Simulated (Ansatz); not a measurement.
## AlH2Cl (SMILES [H][Al]([H])[Cl]): the energy, rung by rung

AlH2Cl: 4 atoms, total charge 0, spin state singlet. As SMILES, `[H][Al]([H])[Cl]`. Geometry: a GFN2-xTB relaxation, a rough one for these elements and not checked as a minimum.

```xyz
4

Al    0.0498    0.0829   -0.0022
H     1.5870    0.1095    0.0133
H    -0.6511    1.4514   -0.0195
Cl   -0.9857   -1.6439    0.0084
```

Each level gives the energy change with the Al1–Cl4 bond stretched from 2.014 to 2.517 Å (eV). The values are calculated.

```
                       level                    kind  program  value (eV)  less FCI/STO-3G  CPU time (all runs)
    BLYP/STO-3G (restricted)                     GGA   Ansatz        1.00            -0.25                1.9 s
    PBE0/STO-3G (restricted)           global hybrid   Ansatz        1.22            -0.03                1.9 s
 r2SCAN0/STO-3G (restricted)         hybrid meta-GGA   Ansatz        1.28            +0.03                4.9 s
 wB97M-V/STO-3G (restricted)  range-separated hybrid   Ansatz        1.27            +0.02                 31 s
 RPA@PBE/STO-3G (restricted)                     RPA   Ansatz        1.11            -0.14                2.9 s
     MP2/STO-3G (restricted)     perturbation theory   Ansatz        1.31            +0.06               0.23 s
    CCSD/STO-3G (restricted)   coupled cluster or CI   Ansatz        1.25             0.00               0.31 s
CCSDT(Q)/STO-3G (restricted)   coupled cluster or CI   Ansatz        1.25             0.00               0.45 s
                  FCI/STO-3G      exact in the basis   Ansatz        1.25             0.00               0.72 s
```

FCI/STO-3G is exact within its basis and frozen core, so for wave-function methods in that basis the difference is their error; functionals converge differently with the basis, so for them it is only a difference. The first shape isn't each level's own minimum. The values span 1.00 to 1.31 eV. All rows use very small basis sets, so even the best lies far from the true value. Times are those of the runs behind each value, whatever else they computed, on shared processors of several kinds: orders of magnitude only.
